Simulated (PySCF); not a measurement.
Fluoroethene, C2H3F.
Geometry (GFN2-xTB, Å), atoms numbered from 1 in this order:
```xyz
6
C2H3F angstrom
C      0.6896   -0.1172   -0.0374
C     -0.6165    0.0270   -0.0022
F     -1.1954    1.1666    0.4061
H      1.1284   -1.0391   -0.3674
H      1.3491    0.6779    0.2618
H     -1.3520   -0.7132   -0.2826
```

Method: TDDFT CAM-B3LYP/def2-SVPD, vertical, gas phase, core orbitals frozen in the response in PySCF 2.14.0, density-fitted response routines.

Transition dipole moments from the ground state, in atomic units and in the frame of the coordinates above (overall signs are arbitrary), for the states with f of 0.002 or more among the lowest 8:

```json
{"state": "S1", "E (eV)": "7.498", "μx": "-0.005", "μy": "-0.171", "μz": "0.467"}
{"state": "S2", "E (eV)": "7.740", "μx": "-1.308", "μy": "0.169", "μz": "0.045"}
{"state": "S3", "E (eV)": "8.154", "μx": "-0.001", "μy": "-0.069", "μz": "0.188"}
{"state": "S6", "E (eV)": "9.368", "μx": "0.001", "μy": "0.035", "μz": "-0.095"}
{"state": "S8", "E (eV)": "10.264", "μx": "-0.002", "μy": "-0.056", "μz": "0.155"}
```

Question: Work out the oscillator strengths.

Answer: f = (2/3) ΔE |μ|² with ΔE in hartree (27.2114 eV).

```
state  |μ|² (au)  |μ| (D)      f
   S1      0.247     1.26  0.045
   S2      1.742     3.35  0.330
   S3      0.040     0.51  0.008
   S6      0.010     0.26  0.002
   S8      0.027     0.42  0.007
```

Question: What is the point group, and which symmetry does each of these states have?

Answer: Cs. Polarised normal to the mirror plane, so A″: S1, S3, S6 and S8. Polarised in the mirror plane, so A′: S2.

Question: What angle do the transition dipoles of S1 and S2 make?

Answer: |cos θ| = |μa·μb| / (|μa| |μb|) = 0.00, so θ ≈ 90° (taken between 0 and 90°, since the signs are arbitrary).

Question: What peak molar absorption coefficient would the strongest computed level give as a lone Gaussian band 0.4 eV wide at half height?

Answer: ε(max) = 2.175×10⁸ f / FWHM, with the width in cm⁻¹. S2: 2.175×10⁸ × 0.3303 / 3226 ≈ 22000 L mol⁻¹ cm⁻¹.

On an Arm Neoverse V2 with one thread, no GPU (shared host), this took 2.9 s wall.
